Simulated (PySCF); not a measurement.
Numbering as in the mapped SMILES `[O:1]=[c:2]1[cH:3][cH:4][o:5][cH:6][cH:7]1`. Each H is labelled by its parent atom.

PySCF calculation with geometry: PBE0-D3(BJ)/def2-SVP and shielding tensors at PBE0/pcSseg-1 (GIAO); non-relativistic, one conformer, gas phase, averaged over atoms made equivalent by symmetry, fast rotation or ring inversion.

Shifts are taken against calculated references (same method and geometry level): TMS for $^{13}$C, $^{1}$H; $^{17}$O against H2O.

```tsv
atoms	nucleus	count	Hirshfeld charge	δ (ppm)
H(C4)/H(C6)	$^{1}$H	2	0.07	7.52
O1	$^{17}$O	1	-0.28	?
H(C3)/H(C7)	$^{1}$H	2	0.06	6.21
C2	$^{13}$C	1	0.11	174.2
C3/C7	$^{13}$C	2	-0.08	126.6
C4/C6	$^{13}$C	2	0.05	?
O5	$^{17}$O	1	-0.06	232.5
```

Question: Complete the table.

Answer: 
- C4/C6: 158.9 ppm, unsaturated ring CH
- O1: 553.8 ppm, carbonyl oxygen

Shifts are as computed. Against solution values, carbons near 30 ppm lie about +2 ppm off and those near 130 ppm about +5 ppm. Of 1211 compounds with measured shifts, 218 miss one by over three times the rms of a fit or turn the order of signals round; such compounds aren't used in these exercises. Unscaled 17O shifts of doubly bonded oxygen tend to come out too high, by tens of ppm or more. Experimental scales use liquid or dissolved standards, which lie at an offset from isolated H2O (liquid H2O: subtract about 36 ppm).
